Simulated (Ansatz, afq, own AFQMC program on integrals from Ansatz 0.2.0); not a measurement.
Two steps: Ansatz 0.2.0 writes the Fock matrix and Cholesky factors of the valence space, and afq projects on them the lowest state that overlaps trial and start.

```yaml
crystal:
  periodic: [false, false, false]
  atoms:
    - {symbol: Se, position_ang: [0.000000, 0.000000, 0.000000]}
    - {symbol: Se, position_ang: [0.000000, 0.000000, 1.923000]}
basis:
  gaussian: {orbitals: cc-pVDZ}
total_charge: 1
magnetization: {spin_polarized: false, initial_magnetization: 1}
correlation: {method: ccsd_t, electrons: outside_noble_gas, hamiltonian_folder: ham}
```

```sh
$ ansatz run in.yaml --threads 1 --pin off --events-out ev --progress --plain --max-ram 1382MiB
```

Options of the walk:

```
--method free --trial cisd --walkers 60 --time-step 0.03 --max-blocks 80 --target-error 0.0004 --factor-cut 1e-05 --seed 1842 --times 0,0.21,0.42,0.81,1.2,1.8,2.4,3 --taylor-order 8
```

Times are imaginary, in 1/Eh. The walk had a cap of 491 s. Filled inner d shells are frozen with the cores.

afq prints:

```
orbitals 26  electrons 6 5  factors 199 of 658
reference energy -4799.29107757 Eh
CCSD correlation -0.22968268 Eh in 9 cycles, weight of the determinant in the CISD state 0.8704
repeat  energy at the last time / Eh  error
    10  -4799.533036  0.000921
    20  -4799.532363  0.000605
    30  -4799.533785  0.000665
    40  -4799.533217  0.000626
    50  -4799.533183  0.000584
    60  -4799.532777  0.000593
    70  -4799.532662  0.000565
    80  -4799.532577  0.000525
time / (1/Eh)  energy / Eh  error  mean overlap
  0.00  -4799.520778  0.000193  1.1499
  0.21  -4799.525296  0.000272  1.1491
  0.42  -4799.528258  0.000319  1.1397
  0.81  -4799.530339  0.000347  1.1409
  1.20  -4799.531233  0.000339  1.1503
  1.80  -4799.532047  0.000387  1.1652
  2.40  -4799.532227  0.000473  1.1674
  3.00  -4799.532577  0.000525  1.1747
energy -4799.532577 +/- 0.000525 Eh
```

The run passed its tests (error under three times the target), which doesn't prove that it has relaxed.

Against this walk (error 14.3 meV) on the same determinant: CCSD(T) 54.2 meV higher. The error is statistical, and a free projection of finite length keeps a remainder of its start. None of these is a sure reference here. The projection is still falling at its last time (meV from the last point: 61 ± 9 at 0.81, 37 ± 9 at 1.20, 14 ± 11 at 1.80, 10 ± 13 at 2.40, 0 ± 14 at 3.00), so its energy is a cut-off value, and the gaps above aren't errors of the other methods.

Cautions: remainder of the start not in the error; error above the target (14.3 against 10.9 meV); no relativity below Rb; no spin-orbit coupling; inner d shell frozen.

The walk took 91 s on 1 thread of Intel(R) Xeon(R) 6975P-C (Granite Rapids), on a shared host. The log's last line is the free-projection energy.

A walk keeps the symmetry of its determinant, which the program's search chose and which needn't be the lowest solution, so a lower state of the same spin and another symmetry isn't excluded.
